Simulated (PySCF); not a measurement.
Gas-phase reaction: PH3 = PH + 2 H

Method: PySCF energies (xtb for GFN2) plus ideal-gas RRHO corrections (1 bar). Table values come from the NASA 1993 polynomials. † marks an energy on the PBE0/def2-TZVP geometry and frequencies; other levels use their own. MP2 freezes the core. 6-31G* has spherical d functions here. Open shells (unrestricted): PH (multiplicity 3), H (multiplicity 2); the rest are closed-shell singlets. GFN2 has no spin-polarisation term. B3LYP is the form with VWN-RPA correlation. MP2 isn't extrapolated to the basis-set limit. The table's entry may be an old estimate for PH (not checked at source).

| level | ΔH°(298 K), kJ |
|---|---|
| table | 666.7 |
| B3LYP/6-31G* | … |
| GFN2-xTB | 797.0 |
| HF/def2-TZVP† | 464.6 |
| MP2/def2-SVP† | … |
| PBE0/def2-SVP† | … |

Fill in the missing entries.


- B3LYP/6-31G*, ΔH°(298 K), kJ: 651.2
- MP2/def2-SVP†, ΔH°(298 K), kJ: 596.7
- PBE0/def2-SVP†, ΔH°(298 K), kJ: 638.6
